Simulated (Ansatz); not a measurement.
The input, for Ansatz 0.2.0:

```yaml
crystal:
  periodic: [false, false, false]
  atoms:
    - {symbol: B, position_ang: [0.148063, 0.000000, 1.782703]}
    - {symbol: Al, position_ang: [-0.226510, 0.000000, -0.117735]}
    - {symbol: H, position_ang: [0.078447, 0.000000, -1.664968]}
basis:
  gaussian: {orbitals: 6-31G}
magnetization: {spin_polarized: false, initial_magnetization: 3}
correlation: {method: ccsdt_q, electrons: outside_noble_gas}
```

```sh
$ ansatz run in.yaml --threads 1 --pin off --events-out ev --progress --plain --max-ram 2393MiB
```

(1) Roughly how long does this take on 1 thread of Arm Neoverse N1, shared host, and how much host memory?

```
499 factors; integrals over basis functions are off by at most 1.5e-7 eV
mean field evaluation 1: about -7263.5835 eV, gradient 7.1e0 eV
mean field evaluation 2: about -7263.5889 eV, gradient 7.1e0 eV
mean field evaluation 4: about -7264.9401 eV, gradient 1.8e0 eV
mean field evaluation 8: about -7265.0610 eV, gradient 3.2e-1 eV
mean field evaluation 16: about -7263.5835 eV, gradient 7.1e0 eV
mean field evaluation 32: about -7265.0637 eV, gradient 2.9e-6 eV
mean field evaluation 64: about -7262.4057 eV, gradient 1.8e-1 eV
mean field evaluation 96: about -7262.5219 eV, gradient 6.0e0 eV
mean field evaluation 128: about -7261.1110 eV, gradient 5.1e-1 eV
mean field -7265.06373776 eV, -266.9861679255 hartree, gradient 2.9e-6 eV, S^2 3.750000; 5 other end points of the search recorded, 0 dependent functions left out
mean field evaluation 160: about -7265.1095 eV, gradient 1.5e-1 eV
determinant -7265.06373776 eV, -266.9861679255 hartree, with singles and doubles -7267.26716223 eV, -267.0671422815 hartree
determinant -7263.16858021 eV, -266.9165221703 hartree, with singles and doubles -7264.83803637 eV, -266.9778735524 hartree
determinant -7262.40246158 eV, -266.8883678298 hartree, with singles and doubles -7264.16472052 eV, -266.9531296513 hartree
determinant -7262.28754236 eV, -266.8841446265 hartree, with singles and doubles -7264.53045519 eV, -266.9665701528 hartree
6 core orbitals not correlated: weight in the atoms' cores, before any rotation towards them, 1.000 or more for the frozen orbitals, at most 0.000 for the correlated occupied ones
reference -7265.06373776 eV, -266.9861679255 hartree; 5, 2 occupied and 13, 16 virtual orbitals, 499 factors
second order -1.58301303 eV of doubles, -0.02317045 eV of singles
cycle   1  -1.96690002 eV  change   -3.6e-1 eV  update   7.1e-2
cycle   2  -2.23670538 eV  change   -2.7e-1 eV  update   3.8e-2
cycle   3  -2.27862192 eV  change   -4.2e-2 eV  update   1.6e-2
cycle   4  -2.29047868 eV  change   -1.2e-2 eV  update   8.2e-3
cycle   5  -2.29319513 eV  change   -2.7e-3 eV  update   3.0e-3
cycle   6  -2.29234478 eV  change    8.5e-4 eV  update   1.3e-3
cycle   7  -2.29219380 eV  change    1.5e-4 eV  update   6.3e-4
cycle   8  -2.29258829 eV  change   -3.9e-4 eV  update   2.8e-4
cycle   9  -2.29259909 eV  change   -1.1e-5 eV  update   1.6e-4
cycle  10  -2.29253680 eV  change    6.2e-5 eV  update   7.9e-5
cycle  11  -2.29254832 eV  change   -1.2e-5 eV  update   4.0e-5
cycle  12  -2.29256338 eV  change   -1.5e-5 eV  update   1.8e-5
cycle  13  -2.29257687 eV  change   -1.3e-5 eV  update   8.6e-6
cycle  14  -2.29257407 eV  change    2.8e-6 eV  update   4.6e-6
cycle  15  -2.29256980 eV  change    4.3e-6 eV  update   2.1e-6
cycle  16  -2.29256892 eV  change    8.8e-7 eV  update   1.0e-6
cycle  17  -2.29256939 eV  change   -4.7e-7 eV  update   5.3e-7
perturbative correction -0.00586887 eV, -0.0002156771 hartree
Total energy: -7267.36217602 eV, -267.0706339737 hartree
```

For the same geometry and basis full CI lies 2.3 meV lower.

Results:

(1) 3.2 s wall and 0.09 GiB.
